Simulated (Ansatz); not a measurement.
`Clc1ccc[nH]1` and `c1cc[nH]c1` differ in one atom or group.

Ansatz, PBE0-D4/def2-TZVP geometries, multiplicity 1. 

| property | `Clc1ccc[nH]1` |
| --- | --- |
| zero-point energy (PBE0-D4/def2-TZVP) / kJ/mol | 193.5 |
| LUMO energy (ωB97M-V/def2-TZVPP) / eV | 2.41 |
| LUMO energy (PBE/def2-TZVPP) / eV | -0.21 |
| LUMO energy (PBE0/def2-TZVPP) / eV | 0.73 |
| size of the dipole moment (PBE/def2-TZVPP) / D | 1.76 |
| HOMO energy (ωB97M-V/def2-TZVPP) / eV | -8.25 |

Task: What does the change do to each property? (Best estimate.)

Result: Computed: 
```csv
property,`c1cc[nH]c1`,shift
zero-point energy (PBE0-D4/def2-TZVP) / kJ/mol,217.8,24.3
LUMO energy (ωB97M-V/def2-TZVPP) / eV,2.46,0.05
LUMO energy (PBE/def2-TZVPP) / eV,0.10,0.31
LUMO energy (PBE0/def2-TZVPP) / eV,1.06,0.33
size of the dipole moment (PBE/def2-TZVPP) / D,1.93,0.17
HOMO energy (ωB97M-V/def2-TZVPP) / eV,-8.26,-0.01
```

Dipoles are sizes alone; their direction can turn.
